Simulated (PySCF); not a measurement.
Process, species as SMILES: OO (H2O2) → [O-]O + H+
B3LYP-D3(BJ)/def2-TZVP geometries, fixed; electronic energies without zero-point terms.

Basis-set convergence of the deprotonation energy at PBE with PySCF. All functions are spherical. Density fitting with generated auxiliary sets. No added dispersion term, no relativity. Functions are those of the species that has most. Reference: the value in aug-cc-pVQZ, 380.36 kcal/mol, itself unsure by roughly 0.20 kcal/mol (its distance from def2-QZVPPD). Deviations are taken from unrounded values. Cost is core time over that of jun-cc-pV(T+d)Z, rough, on shared machines of one kind; a dash marks a row that isn't timed (too short, read off another run, short of memory, by another algorithm or on other hardware).

```
basis            functions  cost
---------------  ---------  ----
cc-pVDZ                 38     -
aug-cc-pVDZ             64  0.5×
cc-pVTZ                 88  0.8×
jun-cc-pV(T+d)Z        106    1×
aug-cc-pVTZ            138    1×
cc-pVQZ                170    2×
aug-cc-pVQZ            252    5×
```

**Question.** Which is the smallest correlation-consistent set listed that can be trusted to 1 kcal/mol here, that is, within that of the reference together with its larger relatives (same family, alike in diffuse functions; a set with none to test it counts only in the reference's own line)?

**Answer.** The smallest set listed that lies within 1 kcal/mol of the reference with all its larger relatives (same family, alike in diffuse functions; a set with none counts only in the reference's own line) is jun-cc-pV(T+d)Z (106 functions, 1× in cost, -0.33 kcal/mol off). Value minus reference: cc-pVDZ 30.64, aug-cc-pVDZ -1.69, cc-pVTZ 17.44, jun-cc-pV(T+d)Z -0.33, aug-cc-pVTZ -0.30, cc-pVQZ 11.11, aug-cc-pVQZ 0.00 kcal/mol.
